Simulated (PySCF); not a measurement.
**Choosing a basis for TDDFT**

Compound: CH2BOH, CH₃BO.
Structure used (PBE0-D3(BJ)/def2-SVP), in Å, numbered top down from 1:
```xyz
6
CH3BO angstrom
C     -1.010   -0.008    0.107
B      0.369   -0.152   -0.011
O      1.669   -0.309   -0.141
H     -1.588   -0.577    0.839
H     -1.574    0.671   -0.537
H      2.203    0.283    0.404
```

TDDFT with PBE0 (PySCF), vertical singlets, core orbitals frozen in the response, spherical d and f functions. Geometry: PBE0-D3(BJ)/def2-SVP; no solvent, vibrations or thermal averaging.

| basis | functions | diffuse | S1 (eV) | S2 (eV) | S3 (eV) | S4 (eV) | S5 (eV) | LUMO (eV) | α (au) |
| --- | --- | --- | --- | --- | --- | --- | --- | --- | --- |
| 6-31G* | 48 | no | 4.31 | 5.73 | 7.75 | 8.26 | 9.83 | 0.72 | 24.3 |
| def2-SVP | 57 | no | 4.34 | 5.29 | 7.29 | 7.77 | 8.69 | 0.43 | 26.2 |
| 6-31+G* | 60 | yes | 4.32 | 4.35 | 5.66 | 6.25 | 6.39 | -0.55 | 30.5 |
| def2-SVPD | 87 | yes | 4.32 | 4.54 | 6.29 | 7.27 | 7.38 | -0.40 | 34.2 |
| aug-cc-pVDZ | 96 | yes | 4.29 | 4.36 | 5.57 | 5.92 | 6.13 | -0.63 | 35.2 |
| def2-TZVP | 111 | no | 4.33 | 4.80 | 6.62 | 7.39 | 7.48 | 0.02 | 31.9 |
| def2-TZVPD | 141 | yes | 4.32 | 4.41 | 5.91 | 6.64 | 6.77 | -0.55 | 35.3 |
| aug-cc-pVTZ | 207 | yes | 4.31 | 4.37 | 5.55 | 5.87 | 6.07 | -0.64 | 35.6 |

Problem. Compare the sets with the largest diffuse one.

Solution. States are compared by their number. Against the largest diffuse basis here (aug-cc-pVTZ, itself not a converged limit), sets without diffuse functions differ by up to 0.03 eV in S1 and 3.75 eV in S5; the smaller diffuse sets differ by up to 0.02 and 1.31 eV. State by state, the largest deviation of a set without diffuse functions is S1 0.03, S2 1.36, S3 2.20, S4 2.39, S5 3.75 eV. The same number needn't mean the same state in each row. Against aug-cc-pVTZ the polarisability deviates by -32% in 6-31G*, -26% in def2-SVP, -15% in 6-31+G*, -4% in def2-SVPD, -1% in aug-cc-pVDZ, -11% in def2-TZVP, -1% in def2-TZVPD. A single + in a Pople set puts diffuse functions on heavy atoms only.
